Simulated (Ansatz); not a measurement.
# NHO (singlet): the correlation ladder, cc-pVDZ

One table from this session's results is given with a row withheld; the runs are named, their logs left out.

Computed with Ansatz 0.2.0, Gaussian basis. Level: cc-pVDZ, core rule «outside noble gas», up to 2 orbitals frozen.

To be run: UHF; CCSD(T) on RHF; CCSD(T) on UHF; BCCD(T) on RHF; CISD; CCSDT(Q) on RHF; CCSDT(Q) on UHF; CCSDTQ on RHF; CCSDTQ on UHF; CASSCF and MRCISD+Q, 12 electrons in 9 orbitals; CASSCF and NEVPT2, 12 electrons in 9 orbitals.

4 further runs of the same task are left out: 4 set aside as unsound or not needed.

**The system**

The geometry is a PBE0/def2-TZVP stationary point (not a proven minimum) of the parent state, kept for this charge and spin.

3 atoms, charge 0, spin multiplicity 1.

Atoms are counted from 1 here; the program's logs count them from 0.

Bond lengths: N1–O2 1.310 Å, O2–H3 0.972 Å. Angles: N1–O2–H3 109.0°.

As a file:

```xyz
3
HNO
N     0.0000   -0.0590    0.7269
O     0.0000    0.1003   -0.5734
H     0.0000   -0.7728   -0.9996
```

The first run:

in.yaml reads:

```yaml
crystal:
  periodic: [false, false, false]
  atoms:
    - {symbol: N, position_ang: [0.000000, -0.059009, 0.726911]}
    - {symbol: O, position_ang: [0.000000, 0.100344, -0.573400]}
    - {symbol: H, position_ang: [0.000000, -0.772778, -0.999631]}
basis:
  gaussian: {orbitals: cc-pVDZ}
magnetization: {spin_polarized: true, initial_magnetization: 0}
hamiltonian: {xc: hf}
output: {orbitals: {seedname: orbitals}}
```

Launch:

```console
ansatz run in.yaml --threads 1 --pin off --events-out ev --progress --plain --max-ram 2816MiB --backend cpu
```

Among the steps run: UHF; CCSD(T) on RHF; CCSD(T) on UHF; BCCD(T) on RHF; CISD; CCSDT(Q) on RHF; CCSDT(Q) on UHF; CCSDTQ on RHF; CCSDTQ on UHF; CASSCF and MRCISD+Q, 12 electrons in 9 orbitals; CASSCF and NEVPT2, 12 electrons in 9 orbitals.

One table of the session follows, with a row left open; its other results are not shown here.

| method | from RCCSDTQ (kcal/mol) |
| --- | --- |
| RHF | ? |
| RMP2 | +22.17 |
| CISD | +25.53 |
| RCCSD | +8.88 |
| RCCSD(T) | +1.57 |
| BCCD(T) | +1.55 |
| RCCSDT | +0.80 |
| RCCSDT(Q) | -0.11 |
| RCCSDTQ | 0 |
| CASSCF valence | +151.29 |
| NEVPT2 valence | +28.50 |
| MRCISD valence | +10.74 |
| MRCISD+Q valence | +2.38 |

**Question.** Estimate the row for RHF.

The run gave: from RCCSDTQ (kcal/mol): +226.57. In the column «from RCCSDTQ (kcal/mol)» it is the highest.

Limits of these values: Left out of the table: UHF, UMP2, UCCSD, UCCSD(T), UCCSDT, UCCSDT(Q), UCCSDTQ (another determinant or state than the rows shown).
